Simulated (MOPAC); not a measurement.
MOPAC input (AM1):

```
AM1 FORCE THERMO(298,298) PRECISE LET CHARGE=1 GEO-OK AUX(PRECISION=9) THREADS=1
CH5S

C    -0.02880208 1    1.12466434 1   -0.12095565 1
S    -0.02349493 1   -0.58986796 1    0.14556990 1
H     1.22875251 1   -0.86398849 1   -0.18161017 1
H    -1.08568649 1    1.50030744 1   -0.06495501 1
H     0.54785102 1    1.62472033 1    0.70283238 1
H     0.39932746 1    1.48196155 1   -1.08974578 1
H    -0.52811246 1   -0.99779805 1   -1.00736731 1
```

From the last part of the output:

```
     H    7   2.133391

          HEAT OF FORMATION =     168.187430 KCALS/MOLE

          ZERO POINT ENERGY      32.422 KCAL/MOL

           NORMAL COORDINATE ANALYSIS (Total motion = 1 Angstrom)

   Root No.       1         2         3         4         5         6         7         8

                 1 A"      1 A'      2 A"      2 A'      3 A"      3 A'      4 A'      5 A'

                 147.4     696.0     778.8     807.5    1067.2    1072.3    1205.8    1331.4

           1   -0.0000    0.2213   -0.0000    0.0385    0.0000   -0.0046    0.0010   -0.0022
           2    0.0035    0.0145    0.0156   -0.0162   -0.0396   -0.0313    0.0005    0.0327
           3    0.0031   -0.0162    0.0139    0.0182   -0.0353    0.0351   -0.0006   -0.0366
           4    0.0000   -0.0982   -0.0000   -0.0028   -0.0000   -0.0132    0.0050    0.0004
           5   -0.0079   -0.0000    0.0019   -0.0012    0.0127    0.0124    0.0131   -0.0007
           6   -0.0071    0.0000    0.0017    0.0013    0.0113   -0.0139   -0.0147    0.0008
           7    0.0065    0.0730    0.2218   -0.1952    0.2353    0.2366   -0.1104   -0.0126
           8   -0.0090   -0.0465   -0.0486    0.0389   -0.0336   -0.0363    0.0101    0.0089
           9    0.2180    0.0268   -0.0148   -0.0467    0.0152    0.0509    0.4470    0.0061
          10    0.0194    0.1922    0.2079   -0.1173   -0.2052   -0.1067    0.0199   -0.0382
          11   -0.0364   -0.0081   -0.0525    0.0517    0.0250    0.0140   -0.0023   -0.0442
          12    0.1797    0.0306   -0.0634   -0.0407    0.0391   -0.0036   -0.0111    0.3839
          13   -0.0194    0.1922   -0.2079   -0.1173    0.2052   -0.1067    0.0199   -0.0382
          14    0.1744   -0.0295   -0.0690    0.0346    0.0417    0.0020    0.0113   -0.3764
          15   -0.0566    0.0116   -0.0449   -0.0560    0.0204   -0.0144    0.0010    0.0875
          16    0.0000   -0.0450    0.0000    0.2563    0.0000    0.2153    0.0103    0.1153
          17   -0.1338   -0.0659   -0.0555    0.0629    0.0245    0.0442    0.0037    0.0527
          18   -0.1194    0.0739   -0.0495   -0.0705    0.0218   -0.0495   -0.0042   -0.0591
          19   -0.0065    0.0730   -0.2218   -0.1952   -0.2353    0.2366   -0.1104   -0.0126
          20    0.2156   -0.0213   -0.0202    0.0420    0.0113   -0.0464   -0.4452   -0.0071
          21   -0.0337    0.0492   -0.0466   -0.0440   -0.0351    0.0419    0.0408   -0.0082

   Root No.       9        10        11        12        13        14        15

                 6 A'      4 A"      7 A'      5 A"      6 A"      8 A'      9 A'

                1333.8    1345.0    1873.4    1880.7    2999.4    3015.5    3125.0

           1   -0.0408    0.0000    0.0041   -0.0000    0.0000   -0.0015   -0.0240
           2   -0.0019   -0.0343   -0.0004   -0.0007   -0.0423    0.0327    0.0026
           3    0.0022   -0.0306    0.0004   -0.0006   -0.0378   -0.0366   -0.0029
           4   -0.0098    0.0000   -0.0061    0.0000    0.0000    0.0005   -0.0013
           5   -0.0015    0.0006   -0.0118   -0.0160   -0.0003    0.0002    0.0001
           6    0.0017    0.0005    0.0133   -0.0142   -0.0003   -0.0002   -0.0001
           7   -0.0157    0.0016    0.0874    0.0975    0.0034   -0.0024    0.0002
           8    0.0143   -0.0086    0.4591    0.4635    0.0014   -0.0009   -0.0026
           9   -0.0181   -0.0002    0.0252   -0.0005    0.0005   -0.0001   -0.0002
          10    0.2809    0.1336   -0.0073    0.0092    0.1520   -0.0899    0.0850
          11   -0.0938   -0.0989    0.0046   -0.0067    0.4230   -0.2436    0.2789
          12   -0.0360    0.1889   -0.0047    0.0017    0.0634   -0.0646    0.0490
          13    0.2809   -0.1336   -0.0073   -0.0092   -0.1520   -0.0899    0.0850
          14    0.0464    0.1764    0.0042    0.0009    0.1110    0.0919   -0.0804
          15    0.0891   -0.1198   -0.0051   -0.0068    0.4131    0.2347   -0.2716
          16    0.2659   -0.0000   -0.0158    0.0000   -0.0000    0.1856    0.1559
          17    0.0875    0.3228   -0.0095    0.0056   -0.0205   -0.2434   -0.2291
          18   -0.0981    0.2880    0.0106    0.0050   -0.0183    0.2729    0.2569
          19   -0.0157   -0.0016    0.0874   -0.0975   -0.0034   -0.0024    0.0002
          20    0.0163   -0.0011   -0.0772    0.0522    0.0007    0.0002    0.0005
          21   -0.0163   -0.0085   -0.4533    0.4606    0.0013    0.0009    0.0025

           MASS-WEIGHTED COORDINATE ANALYSIS (NORMAL COORDINATES)

   Root No.       1         2         3         4         5         6         7         8

                 1 A"      1 A'      2 A"      2 A'      3 A"      3 A'      4 A'      5 A'

                 147.4     696.0     778.8     807.5    1067.2    1072.3    1205.8    1331.4

           1   -0.0000    0.7640   -0.0000    0.2835    0.0000   -0.0324    0.0051   -0.0125
           2    0.0270    0.0499    0.1162   -0.1196   -0.2757   -0.2218    0.0027    0.1905
           3    0.0241   -0.0560    0.1037    0.1340   -0.2459    0.2487   -0.0030   -0.2136
           4    0.0000   -0.5537   -0.0000   -0.0339   -0.0000   -0.1533    0.0426    0.0036
           5   -0.1003   -0.0002    0.0230   -0.0139    0.1441    0.1440    0.1115   -0.0070
           6   -0.0895    0.0002    0.0205    0.0156    0.1285   -0.1614   -0.1250    0.0079
           7    0.0145    0.0730    0.4789   -0.4167    0.4747    0.4861   -0.1667   -0.0213
           8   -0.0201   -0.0465   -0.1050    0.0831   -0.0678   -0.0747    0.0153    0.0151
           9    0.4883    0.0268   -0.0320   -0.0997    0.0307    0.1046    0.6750    0.0103
          10    0.0434    0.1922    0.4489   -0.2504   -0.4139   -0.2192    0.0300   -0.0645
          11   -0.0816   -0.0081   -0.1133    0.1103    0.0504    0.0288   -0.0035   -0.0746
          12    0.4026    0.0306   -0.1369   -0.0869    0.0790   -0.0075   -0.0167    0.6484
          13   -0.0434    0.1922   -0.4489   -0.2504    0.4139   -0.2192    0.0300   -0.0645
          14    0.3907   -0.0295   -0.1489    0.0738    0.0842    0.0042    0.0170   -0.6358
          15   -0.1268    0.0116   -0.0970   -0.1195    0.0411   -0.0295    0.0015    0.1478
          16    0.0000   -0.0450    0.0000    0.5471    0.0000    0.4423    0.0156    0.1947
          17   -0.2997   -0.0659   -0.1198    0.1343    0.0494    0.0908    0.0056    0.0891
          18   -0.2673    0.0739   -0.1068   -0.1506    0.0440   -0.1018   -0.0063   -0.0998
          19   -0.0145    0.0730   -0.4789   -0.4167   -0.4747    0.4861   -0.1667   -0.0213
          20    0.4829   -0.0213   -0.0437    0.0896    0.0228   -0.0954   -0.6724   -0.0119
          21   -0.0755    0.0492   -0.1007   -0.0939   -0.0708    0.0861    0.0616   -0.0138

   Root No.       9        10        11        12        13        14        15

                 6 A'      4 A"      7 A'      5 A"      6 A"      8 A'      9 A'

                1333.8    1345.0    1873.4    1880.7    2999.4    3015.5    3125.0

           1   -0.2610    0.0000    0.0210   -0.0000    0.0000   -0.0091   -0.1456
           2   -0.0124   -0.2032   -0.0019   -0.0034   -0.2176    0.1934    0.0157
           3    0.0139   -0.1813    0.0021   -0.0030   -0.1941   -0.2168   -0.0176
           4   -0.1022    0.0000   -0.0510    0.0000    0.0000    0.0052   -0.0124
           5   -0.0157    0.0054   -0.0996   -0.1322   -0.0029    0.0020    0.0005
           6    0.0176    0.0048    0.1116   -0.1179   -0.0026   -0.0023   -0.0006
           7   -0.0291    0.0028    0.1303    0.1432    0.0051   -0.0040    0.0004
           8    0.0266   -0.0147    0.6842    0.6808    0.0020   -0.0016   -0.0045
           9   -0.0335   -0.0003    0.0375   -0.0008    0.0008   -0.0001   -0.0004
          10    0.5211    0.2294   -0.0109    0.0135    0.2262   -0.1542    0.1492
          11   -0.1739   -0.1699    0.0069   -0.0098    0.6297   -0.4177    0.4894
          12   -0.0667    0.3244   -0.0070    0.0025    0.0943   -0.1108    0.0859
          13    0.5211   -0.2294   -0.0109   -0.0135   -0.2262   -0.1542    0.1492
          14    0.0861    0.3030    0.0062    0.0013    0.1653    0.1576   -0.1410
          15    0.1652   -0.2057   -0.0077   -0.0100    0.6149    0.4024   -0.4765
          16    0.4933   -0.0000   -0.0235    0.0000   -0.0000    0.3182    0.2735
          17    0.1623    0.5544   -0.0141    0.0082   -0.0305   -0.4174   -0.4021
          18   -0.1819    0.4945    0.0159    0.0073   -0.0272    0.4679    0.4507
          19   -0.0291   -0.0028    0.1303   -0.1432   -0.0051   -0.0040    0.0004
          20    0.0303   -0.0020   -0.1151    0.0766    0.0010    0.0003    0.0009
          21   -0.0302   -0.0146   -0.6755    0.6764    0.0019    0.0016    0.0044

          DESCRIPTION OF VIBRATIONS

 VIBRATION          1    1A"         ATOM PAIR     ENERGY CONTRIBUTION    RADIAL
 FREQUENCY           147.44         C 1 -- H 6         +20.9% (285.9%)      0.0%
 TRANSITION DIPOLE   0.2070         C 1 -- H 5         +19.9% (279.4%)      0.4%
 TRAVEL (Ang.)       0.0000         C 1 -- H 4         +19.9% (279.4%)      0.4%
 REDUCED MASS        0.2106         S 2 -- H 7         +19.3% (275.0%)      1.9%
 EFFECTIVE MASS      4.7183         S 2 -- H 3         +19.3% (275.0%)      1.9%
 FORCE CONSTANT      0.0027

 VIBRATION          2    1A'         ATOM PAIR     ENERGY CONTRIBUTION    RADIAL
 FREQUENCY           695.96         C 1 -- S 2         +32.1% (108.6%)     99.7%
 TRANSITION DIPOLE   0.7447         C 1 -- H 6         +21.5% ( 88.9%)      6.2%
 TRAVEL (Ang.)       0.1161         C 1 -- H 4         +18.8% ( 83.1%)     15.1%
 REDUCED MASS        7.1870         C 1 -- H 5         +18.8% ( 83.1%)     15.1%
 EFFECTIVE MASS     17.3016
 FORCE CONSTANT      2.0510

 VIBRATION          3    2A"         ATOM PAIR     ENERGY CONTRIBUTION    RADIAL
 FREQUENCY           778.75         C 1 -- H 5         +26.7% ( 69.7%)      3.7%
 TRANSITION DIPOLE   0.0648         C 1 -- H 4         +26.7% ( 69.7%)      3.7%
 TRAVEL (Ang.)       0.6073         S 2 -- H 3         +19.1% ( 58.9%)      0.8%
 REDUCED MASS        0.2348         S 2 -- H 7         +19.1% ( 58.9%)      0.8%
 EFFECTIVE MASS      1.3884
 FORCE CONSTANT      0.0839

 VIBRATION          4    2A'         ATOM PAIR     ENERGY CONTRIBUTION    RADIAL
 FREQUENCY           807.48         C 1 -- H 6         +31.1% ( 77.2%)     23.1%
```

The dipole moment of an ion depends on the origin.
